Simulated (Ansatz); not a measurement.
## Property card for ZrC

The calculation used DFT r2SCAN, scalar-relativistic, plane waves, PAW (Ansatz).

Settings: cutoff 500 eV, Γ-centred mesh 16×16×16 on the computed 2-atom cell, Gaussian smearing of 0.10 eV; no spin polarisation.

The structure is relaxed at this level of theory with its symmetry kept.

```
Zr C
1.0
     0.00000    2.35587    2.35587
     2.35587    0.00000    2.35587
     2.35587    2.35587    0.00000
Zr C
1 1
Direct
  0.50000 0.50000 0.50000
  0.00000 0.00000 0.00000
```

| Item | Value |
| --- | --- |
| Space group | Fm-3m (No. 225) |
| Volume per atom | 13.08 Å³ |
| Formation energy from the elements' standard states (uncorrected) | -1.008 eV/atom |
| Generalised Kohn–Sham band gap | none (metal) |
| Density of states at the Fermi level | 0.24 states/eV per cell (so small that it hangs on the mesh: a semimetal, or crossings between mesh points) |
| Löwdin character within 0.5 eV of the Fermi level | C 2p 61 %, Zr 4d 35 % |
| Bulk modulus | 230 GPa |
| Its pressure derivative | 4.0 |
| Bader charges (e) | Zr (1 in the cell) 2.00, C (1 in the cell) -2.00 |

Cost: 6 runs of about 1.1 core-minutes in all, on Arm Neoverse V2 (shared hosts).